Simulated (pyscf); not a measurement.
Optimised with ωB97X-D3(BJ)/def2-SVP in PySCF. MP2 and CC: frozen core, UHF for open shells. ΔMP2 is the change of the MP2 total energy from the triple- to the quadruple-zeta basis.

Task: Estimate the classical barrier height and the reaction energy of •HC=CH–SiH₃ (SMILES [CH]=C[SiH3]) → SiH₃• (SMILES [SiH3]) + HC≡CH (SMILES C#C) at CCSD(T)/def2-TZVPP + ΔMP2(QZVPP). The step runs on the doublet surface, breaks C–Si and forms none; take the reactant's lowest minimum found as zero.

Result: ΔE‡ = 1.31 eV, ΔE = +1.10 eV. Zero-point energy shifts the barrier by -0.10 eV. It is a bond scission, with an imaginary mode of 362i cm⁻¹. On the reactant side the descent ends in a point that may be a rotor saddle (no frequency run), 0.06 eV over the lowest minimum found and 1.37 eV under the saddle at ωB97X-D3(BJ)/def2-TZVP. At ωB97X-D3(BJ)/def2-TZVP the barrier from the zero used here is 1.43 eV. •HC=CH–SiH₃ lies 0.84 eV over its isomer H₂C=CH–SiH₂• (electronic energy, ωB97M-D3(BJ)/def2-TZVP). This is the saddle that the search found; another between the same sides may lie lower. The CCSD(T) − MP2 part came from Ansatz, without density fitting, on the same reference. A UHF reference is spin-contaminated (<S²> up to 0.95), which harms MP2 most.
